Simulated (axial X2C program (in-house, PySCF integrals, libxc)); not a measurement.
# Bond lengths and stretching modes, held linear, of ClAlCl⁻

Calculated with an in-house all-electron X2C program for linear molecules (integrals from PySCF): two-component X2C with atomic mean-field Coulomb and Gaunt terms, Gaussian nuclei, basis Cl dyall-av3z, Al dyall-v3z with contracted cores. Spin-free rows use the one-electron spin-free X2C Hamiltonian.

Masses Cl 34.969, Al 26.982, Cl 34.969 u. States: 2c Ω = 0 (all partner blocks equally filled); spin-free M_S = 0, Λ = 0 (closed shell).

TPSSh, spin-free: energies above the lowest point

```json
{"r(Cl–Al) (Å)": "2.4258", "r(Al–Cl) (Å)": "2.4258", "E (meV)": "21.68"}
{"r(Cl–Al) (Å)": "2.4258", "r(Al–Cl) (Å)": "2.4880", "E (meV)": "8.60"}
{"r(Cl–Al) (Å)": "2.4258", "r(Al–Cl) (Å)": "2.5502", "E (meV)": "6.46"}
{"r(Cl–Al) (Å)": "2.4880", "r(Al–Cl) (Å)": "2.4258", "E (meV)": "8.60"}
{"r(Cl–Al) (Å)": "2.4880", "r(Al–Cl) (Å)": "2.4880", "E (meV)": "0.00"}
{"r(Cl–Al) (Å)": "2.4880", "r(Al–Cl) (Å)": "2.5502", "E (meV)": "2.35"}
{"r(Cl–Al) (Å)": "2.4880", "r(Al–Cl) (Å)": "2.6124", "E (meV)": "13.17"}
{"r(Cl–Al) (Å)": "2.5502", "r(Al–Cl) (Å)": "2.4258", "E (meV)": "6.46"}
{"r(Cl–Al) (Å)": "2.5502", "r(Al–Cl) (Å)": "2.4880", "E (meV)": "2.35"}
{"r(Cl–Al) (Å)": "2.5502", "r(Al–Cl) (Å)": "2.5502", "E (meV)": "9.18"}
{"r(Cl–Al) (Å)": "2.6124", "r(Al–Cl) (Å)": "2.4880", "E (meV)": "13.17"}
{"r(Cl–Al) (Å)": "2.6124", "r(Al–Cl) (Å)": "2.6124", "E (meV)": "44.05"}
```

Question: Fit a quadratic surface with cubic terms in each bond: where is the minimum, and what are the two stretching wavenumbers?

Answer: At TPSSh, spin-free: bonds 2.499 and 2.499 Å; harmonic stretches 173.3 and 208.5 cm⁻¹; force constants 0.434, 0.434 and coupling 0.18 mdyn/Å.

The other levels and Hamiltonians give:

```csv
Hamiltonian,level,r(Cl–Al) (Å),r(Al–Cl) (Å),lower stretch (cm⁻¹),upper stretch (cm⁻¹)
2c,PBE0,2.492,2.492,174.0,209.2
2c,TPSSh,2.500,2.500,173.2,208.4
spin-free,PBE0,2.492,2.492,174.0,209.3
```

Each state is one determinant, the lowest of a limited PBE0 search; the stretches come from a fit to these few points and carry an uncertainty of a few per cent. Other orders of the atoms were not compared. Left out for rough or failed fits: HF 2c, MP2 2c, HF spin-free, MP2 spin-free. For an anion the highest level of a functional can be positive, and the basis then holds the extra electron. The molecule was held linear; bending was not examined, so a bent shape may lie lower.
